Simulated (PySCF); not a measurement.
# SiH4S (Si(SH)H3) at 6 levels

Aim: a comparison of 6 runs (PBE/STO-6G, PBE0/STO-6G, wB97X-V/STO-6G, UMP2/STO-6G, BCCD(T)/STO-6G, UCCSD(T)/STO-6G) of SiH4S (Si(SH)H3). The job is set up through a Python script.

Program for the calculation: PySCF 2.14.0.

2 further runs of the same task are left out: 2 set aside as unsound or not needed.

### Step 1. The molecule

The species is SiH4S (6 atoms), meant as a singlet with charge 0. SMILES: `[H][Si]([H])([H])S`. The Si1–H4 distance was set to 2.177 Å, away from the relaxed value. At this shape a bond of the SMILES string is far longer than usual.

Bond lengths: Si1–S2 2.147 Å, S2–H3 1.325 Å, Si1–H5 1.457 Å, Si1–H6 1.458 Å. Angles: Si1–S2–H3 97.0°, S2–Si1–H5 107.7°, S2–Si1–H6 107.7°, H5–Si1–H6 111.3°. A long bond or contact: Si1–H4 2.177 Å.

### Step 2. The energy at PBE/STO-6G (run 1)

geometry.xyz

```xyz
6
H4SSi
Si    -0.501166    -0.011465    -0.361901
S     -0.448656     0.022895     1.784149
H     -1.759186     0.062985     1.977919
H      1.606010    -0.020690    -0.909950
H     -1.205606     1.183675    -0.807481
H     -1.203276    -1.222025    -0.769341
```

run.py

```python
from pyscf import gto, dft

mol = gto.Mole()
mol.atom = 'geometry.xyz'
mol.charge = 0
mol.max_memory = 1860
mol.spin = 0
mol.verbose = 3
mol.basis = 'sto-6g'
mol.build()

mf = dft.RKS(mol)
mf.xc = 'pbe'
mf.grids.level = 5
mf.conv_tol = 1e-10
mf.kernel()
if not mf.converged:
    mf = mf.newton().run(mf.mo_coeff, mf.mo_occ)

energy = mf.e_tot
print(f'total energy: {energy:.8f} hartree')
```

Command:

```bash
$ OMP_NUM_THREADS=1 python run.py
```

Log:

```text
converged SCF energy = -687.184000736954
total energy: -687.18400074 hartree
```

Run time: 4.2 s. Hardware: 1 thread of Arm Neoverse V1, shared host; peak memory 0.21 GiB.

### Step 3. The energy at PBE0/STO-6G (run 2)

input.py

```python
from pyscf import gto, dft

mol = gto.M(
    atom='''
Si  -0.501166  -0.011465  -0.361901
S   -0.448656   0.022895   1.784149
H   -1.759186   0.062985   1.977919
H    1.606010  -0.020690  -0.909950
H   -1.205606   1.183675  -0.807481
H   -1.203276  -1.222025  -0.769341
''',
    charge=0,
    verbose=3,
    basis='sto-6g',
    max_memory=1860,
)

myscf = dft.RKS(mol)
myscf.xc = 'pbe0'
myscf.grids.level = 5
myscf.conv_tol = 1e-10
myscf.kernel()
if not myscf.converged:
    myscf = myscf.newton().run(myscf.mo_coeff, myscf.mo_occ)

energy = myscf.e_tot
print(f'total energy: {energy:.8f} hartree')
```

Command:

```bash
$ OMP_NUM_THREADS=1 python input.py
```

Log:

```text
converged SCF energy = -687.269122566485
total energy: -687.26912257 hartree
```

It took 4.2 s on 1 thread of Arm Neoverse V1, shared host; peak memory 0.21 GiB.

Runs 3 to 5 aren't shown in full; the table further down has their settings and results.

### Step 4. The energy at UCCSD(T)/STO-6G (run 6)

input.py

```python
from pyscf import gto, cc

mol = gto.M(
    atom='''
Si    -0.947066    -0.021666    -0.683894
S     -0.847837     0.043265     3.371553
H     -3.324380     0.119024     3.737725
H      3.034919    -0.039098    -1.719556
H     -2.278265     2.236822    -1.525918
H     -2.273862    -2.309293    -1.453844
''',
    verbose=3,
    max_memory=1860,
    basis='sto-6g',
    unit='bohr',
)

calc0 = mol.UHF()
calc0.conv_tol = 1e-10
calc0.kernel()
if not calc0.converged:
    calc0 = calc0.newton().run(calc0.mo_coeff, calc0.mo_occ)
for _ in range(3):
    mo, _, stable, _ = calc0.stability(return_status=True)
    if stable:
        break
    calc0.kernel(calc0.make_rdm1(mo, calc0.mo_occ))

mycc = cc.CCSD(calc0, frozen=10)
mycc.kernel()
e_t = mycc.ccsd_t()
etot = mycc.e_tot + e_t
print('E(%s) = %.9f' % ('CCSD(T)', etot))
```

Command:

```bash
$ OMP_NUM_THREADS=1 python input.py
```

Log:

```text
converged SCF energy = -686.260511739292  <S^2> = 9.4502184e-13  2S+1 = 1
<class 'pyscf.scf.uhf.UHF'> wavefunction has an internal instability
converged SCF energy = -686.275402116168  <S^2> = 0.49612984  2S+1 = 1.7275762
<class 'pyscf.scf.uhf.UHF'> wavefunction is stable in the internal stability analysis
E(UCCSD) = -686.3897001068401  E_corr = -0.1142979906719918
UCCSD(T) correction = -0.00144884100509121
E(CCSD(T)) = -686.391148948
```

Wall time 1.5 s (1 thread of Arm Neoverse V1, shared host); peak memory 0.12 GiB.

### Step 5. The series

| run | level | nlc grid | integration grid | energy (Eh) | dipole moment (D) of the reference | HOMO energy (eV) | LUMO energy (eV) | wall time |
| --- | --- | --- | --- | --- | --- | --- | --- | --- |
| 1 | PBE/STO-6G | – | 5 | -687.184001 | 1.47 | -2.07 | 1.01 | 4.2 s |
| 2 | PBE0/STO-6G | – | 5 | -687.269123 | 1.56 | -3.58 | 2.05 | 4.2 s |
| 3 | wB97X-V/STO-6G | 1 | 5 | -687.427246 | 1.61 | -6.13 | 4.35 | 28 s |
| 4 | UMP2/STO-6G | – | – | -686.334506 | 1.47 | -6.99 | 6.44 | 1.3 s |
| 5 | BCCD(T)/STO-6G | – | – | -686.391431 | – | – | – | 1.4 s |
| 6 | UCCSD(T)/STO-6G | – | – | -686.391149 | 1.47 | -6.99 | 6.44 | 1.5 s |

### Step 6. What came out

| quantity | value |
| --- | --- |
| run 6: total energy | -686.39115 Eh |
| run 6: dipole moment (Hartree–Fock density) | 1.47 D |
| run 6: HOMO energy (Hartree–Fock orbitals) | -6.99 eV |
| run 6: LUMO energy (Hartree–Fock orbitals) | 6.44 eV |
| run 6: HOMO–LUMO gap (Hartree–Fock orbitals) | 13.44 eV |
| run 6: correlation energy (10 core orbitals frozen) | -115.7 mEh |
| run 6: (T) correction | -1.45 mEh |
| run 6: ⟨S²⟩ of the reference determinant | 0.496 |
| run 6: T1 diagnostic | 0.071 |

**Reading.** Over runs 1, 2, 3 the dipole moment (its size) runs from 1.47 D (PBE/STO-6G) to 1.61 D (wB97X-V/STO-6G). Over runs 1, 2, 3 the HOMO–LUMO gap runs from 3.09 eV (PBE/STO-6G) to 10.48 eV (wB97X-V/STO-6G). Totals of different functionals can't be ranked against each other. In runs 1, 2, 3, 4, 5, 6 the basis is minimal, so the values are rough. Spin contamination of the reference: run 4 ⟨S²⟩ = 0.50, run 6 ⟨S²⟩ = 0.50. All runs together took 41 s, the longest 28 s.
